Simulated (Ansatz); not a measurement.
in.yaml

```yaml
crystal:
  periodic: [false, false, false]
  atoms:
    - {symbol: Ga, position_ang: [0.000000, 0.000000, 0.000000]}
    - {symbol: Na, position_ang: [0.000000, 0.000000, 2.738000]}
basis:
  gaussian: {orbitals: cc-pVQZ}
total_charge: 1
magnetization: {spin_polarized: false, initial_magnetization: 3}
correlation: {method: ccsd_t, electrons: outside_noble_gas}
```

```sh
$ ansatz run in.yaml --threads 1 --pin off --events-out ev --progress --plain --max-ram 2393MiB
```

The program prints:

```
778 factors; integrals over basis functions are off by at most 8.2e-4 eV
mean field evaluation 1: about -56730.6038 eV, gradient 5.7e0 eV
mean field evaluation 2: about -56730.6322 eV, gradient 5.7e0 eV
mean field evaluation 4: about -56731.2072 eV, gradient 5.4e-1 eV
mean field evaluation 8: about -56731.2084 eV, gradient 2.2e-1 eV
mean field evaluation 16: about -56731.1392 eV, gradient 2.0e0 eV
mean field evaluation 32: about -56729.2913 eV, gradient 7.0e0 eV
mean field evaluation 64: about -56729.2913 eV, gradient 7.0e0 eV
mean field evaluation 96: about -56731.0999 eV, gradient 4.0e0 eV
mean field evaluation 128: about -56731.1868 eV, gradient 2.0e0 eV
mean field evaluation 160: about -56726.6277 eV, gradient 3.4e0 eV
mean field evaluation 192: about -56727.4240 eV, gradient 1.8e0 eV
mean field -56731.20964723 eV, -2084.8335007406 hartree, gradient 2.1e-6 eV, S^2 3.750000; 9 other end points of the search recorded, 0 dependent functions left out
mean field evaluation 224: about -56731.2610 eV, gradient 3.4e-1 eV
mean field evaluation 256: about -56730.5883 eV, gradient 2.2e-1 eV
determinant -56731.20964723 eV, -2084.8335007406 hartree, with singles and doubles -56731.55046630 eV, -2084.8460256105 hartree
determinant -56730.54310932 eV, -2084.8090059243 hartree, with singles and doubles -56730.89839073 eV, -2084.8220622754 hartree
19 core orbitals not correlated: weight in the atoms' cores, before any rotation towards them, 1.000 or more for the frozen orbitals, at most 0.000 for the correlated occupied ones
reference -56731.20964723 eV, -2084.8335007406 hartree; 3, 0 occupied and 105, 108 virtual orbitals, 778 factors
second order -0.23282044 eV of doubles, -0.00000123 eV of singles
cycle   1  -0.33976936 eV  change   -3.3e-2 eV  update   8.1e-3
cycle   2  -0.34121347 eV  change   -1.4e-3 eV  update   2.7e-3
cycle   3  -0.34191100 eV  change   -7.0e-4 eV  update   6.0e-4
cycle   4  -0.34201117 eV  change   -1.0e-4 eV  update   1.6e-4
cycle   5  -0.34200888 eV  change    2.3e-6 eV  update   3.9e-5
cycle   6  -0.34200529 eV  change    3.6e-6 eV  update   1.1e-5
cycle   7  -0.34200418 eV  change    1.1e-6 eV  update   3.0e-6
perturbative correction -0.00294139 eV, -0.0001080942 hartree
Total energy: -56731.55459280 eV, -2084.8461772566 hartree
```

Ran on 1 thread of Arm Neoverse V1, shared host: 20 s wall, 0.62 GiB peak host memory.
